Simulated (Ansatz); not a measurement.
Ansatz (a program for electronic structure) input:

Ansatz 0.2 input:
```yaml
crystal:
  periodic: [false, false, false]
  atoms:
    - {symbol: O, position_ang: [0.67531939, 0.08570826, 1.21578690]}
    - {symbol: C, position_ang: [0.06089834, 0.12797473, 0.10750752]}
    - {symbol: C, position_ang: [-0.32763936, 1.24106744, -0.61255944]}
    - {symbol: C, position_ang: [-0.29036899, -1.24656785, -0.50134071]}
    - {symbol: H, position_ang: [-0.90767409, -1.80678104, 0.20937975]}
    - {symbol: H, position_ang: [-0.85220183, 1.15134108, -1.55652673]}
    - {symbol: H, position_ang: [-0.11097141, 2.23680331, -0.23962904]}
    - {symbol: H, position_ang: [0.63084779, -1.82189023, -0.64414044]}
    - {symbol: H, position_ang: [-0.81989546, -1.17998507, -1.45702293]}
basis:
  gaussian:
    orbitals: def2-TZVP
hamiltonian:
  xc: b3lyp
  dispersion: d3bj
total_charge: -1
phonons: {temperatures: {t_min: 298.15, t_max: 298.15, t_step: 100}}
```

What final total energy does it print?

-192.64414 Eh (B3LYP-D3(BJ)/def2-TZVP). The basis has 154 functions. The run takes about 100 core-seconds (a rough figure).

It need not be the lowest isomer of its formula. Whether it binds its extra electron was not tested at this geometry.
